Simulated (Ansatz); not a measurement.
The same path of CH8BN (11 atoms, charge 0, multiplicity 1) was run twice with different band settings. The coordinate that changes most is the dihedral H4–B1–N2–C3.

Level of theory: RKS r2SCAN/6-31G* in Ansatz.

Relaxed end points:

```xyz
11
Properties=species:S:1:pos:R:3
B -0.833 1.047 -0.208
N -0.353 -0.500 0.071
C 1.115 -0.666 0.156
H -2.046 0.995 -0.246
H -0.323 1.345 -1.271
H -0.401 1.683 0.735
H -0.788 -0.823 0.937
H -0.725 -1.093 -0.673
H 1.476 -0.021 0.961
H 1.544 -0.317 -0.786
H 1.399 -1.708 0.343
```

```xyz
11
Properties=species:S:1:pos:R:3
B -0.823 1.046 -0.252
N -0.295 -0.509 -0.183
C 1.060 -0.656 0.397
H -0.824 1.426 0.903
H -1.932 0.976 -0.744
H -0.012 1.620 -0.953
H -0.964 -1.055 0.362
H -0.310 -0.899 -1.127
H 1.038 -0.235 1.404
H 1.748 -0.065 -0.212
H 1.379 -1.704 0.427
```

Common settings: movable images 5; climbing image yes; optimiser quadratic models (default); start path through a guess of the saddle point; force threshold 0.05 eV/Å; iteration limit 60; end points relaxed.

| run | spring |
| --- | --- |
| 1 | 5.0 eV/Å² |
| 2 | 50.0 eV/Å² |

Task: What does each run give, and how far can it be trusted?

Result: Run 1: converged after 6 iterations, highest image 0.119 eV above the first end. A vibrational analysis at the climbing image gives one clearly imaginary mode, 205i cm⁻¹: a first-order saddle point.
Run 2: converged after 6 iterations, highest image 0.119 eV above the first end. Another band between the same ends (5 images) ends at a top of the same energy, where a vibrational analysis finds 1 clearly imaginary mode.
